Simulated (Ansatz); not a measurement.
# Property card for Nb₃N₅

Level of theory: Ansatz 0.2.0, DFT r2SCAN, scalar-relativistic, plane waves, PAW.

Cutoff 500 eV; k points 8×8×4 on the computed 16-atom cell (Γ-centred); Gaussian smearing, width 0.02 eV; no spin polarisation.

The structure is relaxed at this level of theory with its symmetry kept. Whether it is the stable form of this composition wasn't checked.

Symmetry: Cmcm, No. 63, orthorhombic system. The conventional cell has a = 3.863 Å, b = 10.311 Å, c = 10.320 Å, α = 90.00°, β = 90.00°, γ = 90.00°. Around Nb (site symmetry m) lie 4 N at 1.93 to 2.04 Å. Nb (site symmetry m2m) is surrounded by 6 N at 2.04 to 2.12 Å. N (site symmetry m) has 4 Nb at 2.04 to 2.29 Å as nearest neighbours. N (site symmetry m) has 3 Nb at 1.93 to 2.09 Å as nearest neighbours. Around N (site symmetry m2m) lie 4 Nb at 2.04 to 2.24 Å.

| Item | Value |
| --- | --- |
| Volume per atom | 86.7 bohr³ |
| Formation energy from the elements' standard states (uncorrected) | -1.074 eV/atom |
| Generalised Kohn–Sham band gap | 1.11 eV, indirect from (0.151, 0.151, 0.000) to Y |
| Löwdin character of the top 1 eV of the valence band | N 2p 86 %, Nb 4d 9 % |
| Löwdin character of the lowest 1 eV of the conduction band | Nb 4d 83 %, N 2p 12 % |
| Electron masses at the edge by Cartesian direction of the standard setting (m_e; degenerate bands sorted by energy; no spin-orbit coupling) | x: 0.19; y: 2.5; z: 0.81 |
| Hole masses at the edge by Cartesian direction of the standard setting (m_e; degenerate bands sorted by energy; no spin-orbit coupling) | x: 0.60; y: 0.66; z: 0.48 |

Cost: 3 runs of about 35 core-minutes in all, on Intel Xeon Processor @ 2.50GHz (Skylake/Cascade Lake) (shared hosts).